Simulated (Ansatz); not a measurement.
Geometry optimisation, Ansatz, RKS PBE/def2-SVP.

Input file:

```yaml
crystal:
  periodic: [false, false, false]
  atoms:
    - { symbol: B, position_ang: [0.0, 0.0, 0.0] }
    - { symbol: Cl, position_ang: [0.0, 0.0, 2.21] }
    - { symbol: H, position_ang: [1.0305, 0.0, -0.595] }
    - { symbol: H, position_ang: [-1.0305, 0.0, -0.595] }
    - { symbol: F, position_ang: [0.0677, -1.5359, 0.5108] }
    - { symbol: H, position_ang: [0.0526, -1.1933, 1.5499] }
basis:
  gaussian: { orbitals: def2-SVP }
hamiltonian:
  xc: pbe
relax:
  f_tol: 0.15
  max_steps: 25
  restrain:
    - { distance: [0, 4], at: 2.52, k: 30.0 }
    - { distance: [5, 1], at: 2.57, k: 30.0 }
    - { distance: [0, 1], at: 1.86, k: 30.0 }
    - { distance: [5, 4], at: 0.92, k: 30.0 }
output:
  orbitals: {}
```

Command:

```bash
$ ansatz run input.yaml --threads 1 --pin off --max-ram 2048MiB --backend cpu --events-out ev --progress --plain --runs-dir out
```

**Question.** Where does it end, and by what steps?

**Answer.** The run converged. The restraints hold the end off the free minimum. After 7 steps the energy has fallen by 1.350 eV (the restraints' own energy left out); Cl2 moved furthest, 0.74 Å. Parted: B1–F5 (1.62 → 2.51 Å), Cl2–H6 (1.36 → 2.57 Å).

| step | energy less start (eV) | largest force component (eV/Å) | accepted |
| --- | --- | --- | --- |
| 0 | 0.0000 | 4.519 | yes |
| 1 | -0.5557 | 2.506 | yes |
| 2 | -0.5658 | 2.576 | yes |
| 3 | -0.7472 | 2.388 | yes |
| 4 | -1.2964 | 1.158 | yes |
| 5 | -1.3367 | 1.304 | yes |
| 6 | -1.3253 | 0.941 | no |
| 7 | -1.3497 | 0.970 | yes |

```xyz
6
Properties=species:S:1:pos:R:3
B -0.007 0.261 0.082
Cl -0.020 0.656 1.866
H 1.077 0.237 -0.450
H -1.088 0.192 -0.455
F 0.075 -2.199 0.582
H 0.083 -1.877 1.457
```

Run time: 12 s on 1 thread of Arm Neoverse V1, on a shared host, peak memory 0.12 GiB.
